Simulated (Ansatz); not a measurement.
## Al₂H₂ (H-bridged): how the triplet less singlet moves with the basis

Al2H2 (H-bridged), singlet; coordinates (Å): Al 0.000 0.092 1.265; Al 0.000 -0.019 -1.367; H 0.000 -0.688 2.680; H 0.000 -1.271 0.055. Quantity: triplet less singlet, vertical.

Ansatz 0.2.0, basis 6-31G or cc-pVDZ; geometries are PBE0/def2-TZVP minima. Wave-function levels freeze the cores; HF, MP2 and coupled cluster are restricted for singlets and unrestricted otherwise, Kohn–Sham unrestricted where that lies lower. NEVPT2 stands on CASSCF in the full valence space. The reference is CCSDTQ or full CI (coupled cluster only where its series has nearly closed). Semilocal and hybrid functionals correlate all electrons outside any core potential and usually lie nearer their basis limit than the reference, so part of their error here is the reference's basis and frozen-core error; RPA and the MP2 part of double hybrids freeze the same cores as the reference. None of these values is a measured one. Energies are electronic, without zero-point terms. No spin–orbit coupling and no scalar relativity. The species are chosen: bound, without strong static correlation by their natural occupations or amplitudes, in their lowest spin state as far as vertical gaps and like structures tell, and with a ladder that closes on the reference, so errors are smaller than for species at large; levels whose determinant breaks symmetry or spin markedly are left out.

| level | 6-31G (eV) | cc-pVDZ (eV) |
| --- | --- | --- |
| reference | 0.807 (full CI) | 0.894 (CCSDTQ) |
| HF | 0.622 | 0.468 |
| MP2 | 0.850 | 0.873 |
| CCSD(T) | 0.819 | 0.909 |
| CCSDT | 0.806 | 0.893 |
| CCSDT(Q) | 0.806 | 0.893 |
| NEVPT2 | 0.807 | 0.891 |
| PBE | 0.765 | 0.716 |

From 6-31G to cc-pVDZ the reference moves by 0.087 eV and PBE by -0.049; the step from CCSD(T) to the reference is -0.011 in the first and -0.015 in the last.
